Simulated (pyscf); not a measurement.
**Routes from `[OH][SiH]([F])[F]` + `[H][H]`**

Candidate steps break at most two bonds and form at most two. Each was searched with GFN2-xTB (tblite) first. PySCF, gas phase, ωB97X-D3(BJ)/def2-SVP geometries. Energies: ωB97M-D3(BJ)/def2-TZVP, kJ/mol, from the separated reactants, singlet surface; ΔG‡ with ideal gas, 1 atm, RRHO with modes under 100 cm⁻¹ raised to 100, one conformer, R ln 2 for chiral ones without a mode under 150 cm⁻¹.

```csv
products,type,ΔE‡,ΔE,ΔG‡ 298 K,ΔG‡ 900 K,ν‡ (cm⁻¹)
F–SiH₂–F + H₂O,four-centre exchange,228.8,+107.1,269.9,349.6,1366i
HO–SiH₂–F + HF,four-centre exchange,251.5,+146.0,293.2,371.1,1123i
```

Row 1: On the product side the descent ends in a complex, 17.8 kJ/mol under the separated species and 141.8 kJ/mol under the saddle at ωB97X-D3(BJ)/def2-TZVP. 

Plain bond fissions and candidates not yet searched are not listed, and one of them may be faster. Each barrier is that of the saddle found; lower ones may exist.
